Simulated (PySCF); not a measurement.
**How the numerical set-up moves the result for BH**

The method stays; parts of the set-up, such as the basis or the Hamiltonian, are changed.

Computed with PySCF 2.14.0. Level: method and basis as typed in the scripts.

1 further run of the same task is left out (it didn't finish).

**1. The system as given**

BH: 2 atoms, charge 0, spin multiplicity 1.

Bond lengths: B1–H2 1.135 Å.

**2. The run that the others are compared with**

input.py reads:

```python
from pyscf import gto, dft

mol = gto.M(
    atom='B 0 0 0; H 0 0 1.135',
    basis='sto-3g',
    charge=0,
    spin=0,
    symmetry=True,
    verbose=4,
)
mf = dft.UKS(mol, xc='pw91')
mf.kernel()
mf.dip_moment()
print('orbital energies (hartree):', [e[max(0, n-3):n+3].round(4) for e, n in zip(mf.mo_energy, mol.nelec)])
```

Run with:

```console
$ OMP_NUM_THREADS=1 python input.py
```

Its log is not repeated here.

It gives: E(SCF) = -24.882772 Eh, 5 cycles, μ = 1.06 D.

The bond length is a typed value, not an optimised one.

**3. Def2-svp**

Edit 1 changes basis set: sto-3g → def2-svp.

input.py reads:

```python
from pyscf import gto, dft

mol = gto.M(
    atom='B 0 0 0; H 0 0 1.135',
    basis='def2-svp',
    charge=0,
    spin=0,
    symmetry=True,
    verbose=4,
)
mf = dft.UKS(mol, xc='pw91')
mf.kernel()
mf.dip_moment()
print('orbital energies (hartree):', [e[max(0, n-3):n+3].round(4) for e, n in zip(mf.mo_energy, mol.nelec)])
```

Run with:

```console
$ OMP_NUM_THREADS=1 python input.py
```

**4. Pcseg-2**

Edit 2 changes basis set: sto-3g → pcseg-2.

input.py, as its differences from that of step 2:

```diff
@@ -4,3 +4,3 @@
     atom='B 0 0 0; H 0 0 1.135',
-    basis='sto-3g',
+    basis='pcseg-2',
     charge=0,
```

**5. Cc-pvdz-dk (X2C on)**

Edit 3 changes basis set: sto-3g → cc-pvdz-dk; spin-free X2C: off → on.

input.py, as its differences from that of step 2:

```diff
@@ -4,3 +4,3 @@
     atom='B 0 0 0; H 0 0 1.135',
-    basis='sto-3g',
+    basis='cc-pvdz-dk',
     charge=0,
@@ -11,2 +11,3 @@
 mf = dft.UKS(mol, xc='pw91')
+mf = mf.sfx2c1e()
 mf.kernel()
```

**6. Spin-free X2C on**

Edit 4 changes spin-free X2C: off → on.

input.py, as its differences from that of step 2:

```diff
@@ -11,2 +11,3 @@
 mf = dft.UKS(mol, xc='pw91')
+mf = mf.sfx2c1e()
 mf.kernel()
```

**Question.** What will these runs give? Wanted: for each run, E(SCF); from base; gap; SCF dipole.

The runs gave:

```
                run  E(SCF) (hartree)  from base (eV)  cycles  gap (eV)  SCF dipole (D)  functions
               base        -24.882772               0       5      2.05            1.06          6
           def2-svp        -25.229314         -9.4299       6      1.90            1.85         19
            pcseg-2        -25.261639        -10.3095       7      1.96            1.82         44
cc-pvdz-dk (X2C on)        -25.259507  not comparable       6      1.93            1.75         19
   spin-free X2C on        -24.887935         -0.1405       5      2.05            1.06          6
```

What this shows: The largest comparable shift of the SCF energy, -10.309 eV, comes with the run “pcseg-2”. def2-svp (19 functions) gives an energy 9.43 eV lower than sto-3g (6). pcseg-2 (44 functions) gives an energy 10.31 eV lower than sto-3g (6). Scalar relativity lowers the total energy by 0.14 eV, nearly all of it in the inner shells; a basis contracted without relativity catches only part of it.
